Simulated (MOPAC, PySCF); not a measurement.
Isomers of C2H2O. All species are isolated molecules in the gas phase. Strings in code marks are SMILES.

Quantity: vertical ionisation energy (energy after one electron is removed minus that of the parent at the parent's geometry), in eV.

Level 1: ωB97X-D3(BJ)/def2-TZVP // PBE0-D3(BJ)/def2-TZVP (PySCF)
Level 2: B3LYP/6-31G* // PBE0-D3(BJ)/def2-TZVP (PySCF)
Level 3: PBE/6-31G* // PBE0-D3(BJ)/def2-TZVP (PySCF)
Level 4: minus the HOMO energy of PM3 // PBE0-D3(BJ)/def2-TZVP (MOPAC)

```tsv
species	level 1	level 2	level 3	level 4
`C1=CO1`	8.65	8.33	8.21	(withheld)
`C#CO`	10.07	9.75	9.63	(withheld)
`C=C=O`	9.82	9.57	9.49	(withheld)
```

### Question
Complete the blanks.

### Answer

- `C1=CO1`, level 4: 9.73
- `C#CO`, level 4: 10.28
- `C=C=O`, level 4: 9.40
